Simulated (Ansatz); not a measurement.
Results of PBE0 in Ansatz (plane waves, PAW) for rock-salt EuS.

Run with plane-wave cutoff 460 eV, 8×8×8 k mesh, Fermi–Dirac smearing 0.01 eV, spin-polarised with parallel moments, scalar-relativistic PAW data made under PBE.

Energies at three volumes about the minimum:

```
V (Å³/atom)  E − E_lowest (meV/atom)
-----------  -----------------------
26.129                          1.44
26.636                          0.00
27.302                          2.71
```

Task: Fit a parabola by hand: where is the minimum, and what is the bulk modulus?

Result: Slopes: (0.00 − 1.44)/(26.636 − 26.129) = -2.840 and (2.71 − 0.00)/(27.302 − 26.636) = 4.069 meV/Å³. Curvature E″ = 2 × (4.069 − (-2.840))/(27.302 − 26.129) = 11.780 meV/Å⁶. From the middle of the first interval, the slope vanishes at V0 = 26.3825 − (-2.840)/11.780 = 26.624 Å³/atom. B = V0 E″ = 26.624 × 11.780 meV/Å³ × 0.1602 GPa per meV/Å³ = 50.2 GPa. The full Birch–Murnaghan fit to all volumes gives V0 = 26.614 Å³/atom and B0 = 51.1 GPa.

Measured, for comparison: bulk modulus 61.5 ± 0.5 GPa, equilibrium volume per atom 26.60 Å³/atom (room temperature, not corrected to a static lattice; as tabulated in Sci. Rep., doi 10.1038/s41598-022-05321-9). Computed less measured: bulk modulus -17 %, equilibrium volume per atom +0.0 %.

Note: the state of the 4f shell is in doubt.

Ansatz is an electronic-structure program.
